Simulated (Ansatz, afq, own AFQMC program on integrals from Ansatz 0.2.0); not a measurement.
## Ge2H2, triplet: AFQMC among the cluster methods

```csv
atom,x (Å),y (Å),z (Å)
Ge,0.0000,-0.0683,1.3142
Ge,0.0000,0.0683,-1.3142
H,0.0000,1.4466,1.7670
H,0.0000,-1.4466,-1.7670
```

Connectivity, by distances: GeH–GeH.

Basis cc-pVDZ. Noble-gas cores (and the filled d shells of Ga–Kr and In–Xe) are frozen. AFQMC by an in-house program on the Cholesky factors that Ansatz 0.2.0 writes for its CCSD(T) run. The CISD trial takes its coefficients from CCSD amplitudes. Released means that phaseless walkers are propagated on without the constraint, phases kept. ± is one standard error of the sampling. No spin–orbit coupling.

Determinant: UHF, the one that the program's search chose, which needn't be the lowest solution. The geometry is a point of a scan.

No full CI on the walks' own integrals is used here; CCSDT(Q) serves as the reference and is uncertain by about the last step of the cluster series.

Cautions: no relativity below Rb; no spin-orbit coupling; inner d shell frozen; lower spins were not checked; unrestricted determinant slightly spin contaminated (⟨S²⟩ 2.05 against 2.00).

- T1 diagnostic: 0.0262
- weight of the determinant in the CISD state: 0.849
- ⟨S²⟩ of the determinant: 2.055
- size of the correlated space: 10 electrons in 36 orbitals

```
  level  correlation energy (eV)
    MP2                  -3.9191
   CCSD                  -4.9743
CCSD(T)                  -5.1709
```

(1) Estimate where AFQMC with the constraint released lies against CCSD(T) on the same integrals.

(1) 2.15 ± 0.52 mEh below CCSD(T).

Reference: CCSDT(Q), correlation energy -5.238 eV. The released energy is read at 2.40 1/Eh (meV from the phaseless value at times in 1/Eh: -9 ± 17 at 0.24, -17 ± 15 at 0.51, -15 ± 10 at 0.99, -15 ± 12 at 1.62, -25 ± 14 at 2.40).

```tsv
level	E − E(reference) (mEh)	share of correlation (%)
CCSD(T)	2.45	98.73
CCSDT	0.54	99.72
ph-AFQMC/CISD	1.22 ± 0.59	99.37
released AFQMC	0.31 ± 0.52	99.84
```

A walk keeps the symmetry of its determinant, which the program's search chose and which needn't be the lowest solution, so a lower state of the same spin and another symmetry isn't excluded. Released energies are given only where the last usable release times agree within the noise; a slower fall can still hide under it.
